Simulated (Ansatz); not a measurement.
Task: a test of scalar relativity of BP (charge -1), with Ansatz 0.2.0, Python API. Give the script and its output. Use (for the species named): PBE, cc-pVTZ basis, multiplicity 2, D3BJ dispersion.

```xyz
2

B     0.0000    0.0000    0.0000
P     0.0000    0.0000    1.9800
```

The script, `x2c_bp.py`:
```python
"""BP(-) with and without the spin-free two-component Hamiltonian."""

import ansatz as az
import numpy as np

params = {
    "xc": "PBE",
    "vdw": "d3bj",
    "net_charge": -1,
}


def main() -> None:
    geometry_ang = [
        ("B", (0.0, 0.0, 0.0)),
        ("P", (0.0, 0.0, 1.98)),
    ]
    system = az.Crystal.molecule()
    for symbol, xyz in geometry_ang:
        system = system.atom(symbol, xyz)

    job = (
        system.calculation()
        .functional(params["xc"], dispersion=params["vdw"])
        .charge(params["net_charge"])
        .spin("collinear", total=1)
        .forces()
    )
    # a set contracted for a scalar-relativistic Hamiltonian goes with the relativistic run
    sets = {"none": "cc-pVTZ", "scalar": "cc-pVTZ-DK"}
    found = {kind: job.basis(gaussian=basis).pseudopotentials(relativity=kind).run(threads=1, backend="cpu").report for kind, basis in sets.items()}
    for kind, each in found.items():
        dipole = 4.803205 * np.linalg.norm(each["charge_distribution"]["dipole_moment_e_ang"])
        print(f"{kind:7s} E = {each['free_energy_ev']:.4f} eV  dipole {dipole:.3f} D  largest force component {np.abs(each['forces_ev_ang']).max():.4f} eV/A")
    print(f"relativity lowers the total energy by {found['none']['free_energy_ev'] - found['scalar']['free_energy_ev']:.3f} eV")


if __name__ == "__main__":
    main()
```

Running `python x2c_bp.py` prints:
```text
none    E = -9957.3588 eV  dipole 1.641 D  largest force component 4.3371 eV/A
scalar  E = -9979.9718 eV  dipole 1.662 D  largest force component 4.3279 eV/A
relativity lowers the total energy by 22.613 eV
```

What to keep in mind:
- Total energies depend on the basis set; only differences at equal settings carry meaning.
- The geometry is a force-field or estimated start, not a minimum of this method. The basis set changes with the Hamiltonian (a set recontracted for scalar relativity), and most of the change in the total lies in the cores.
- The species is open-shell (spin multiplicity 2).
- An ion's dipole depends on the origin; the program takes it about the centre of nuclear charge.
- The spin state was assumed, and another may lie lower.
- Anions want diffuse functions, which this basis lacks.
- Finished in 7.1 s on 1 thread of Arm Neoverse V1 (shared host), peak memory 0.18 GiB.
